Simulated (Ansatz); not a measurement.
**Rock-salt GdN**

All values below come from r²SCAN-D4 (Ansatz, a program for electronic structure, plane waves, PAW).

Run with plane-wave cutoff 560 eV, 12×12×12 k mesh, Fermi–Dirac smearing 0.01 eV, spin-polarised with parallel moments, scalar-relativistic PAW data made under PBE.

Cell (relaxed at this level):

```
GdN
1.0
    0.00000     2.47962     2.47962
    2.47962     0.00000     2.47962
    2.47962     2.47962     0.00000
Gd N
1 1
Direct
  0.00000   0.00000   0.00000
  0.50000   0.50000   0.50000
```
Starting moments (μB, in the order of the record's atoms Gd N): 7.0 0.0.

| Quantity | Value |
|---|---|
| bulk modulus B0 | 162 GPa |
| magnetic moment (largest site, within a sphere) | 6.93 μB |
| pressure derivative B′ of the bulk modulus | 4.1 |

Measured, for comparison: bulk modulus 192 ± 35 GPa (temperature not stated, no zero-point or thermal correction; as tabulated in Doll (2008), arXiv:0801.3152). Computed (rounded) less measured: bulk modulus -16 % (inside the measured uncertainty).

Note: the 4f shell is treated without U or exact exchange, so its levels and filling can be wrong.

Moments are spin moments.

Spin–orbit coupling is not included; it can open a gap where bands touch, and shift volumes and moduli.

Static lattice: no zero-point or thermal effects.
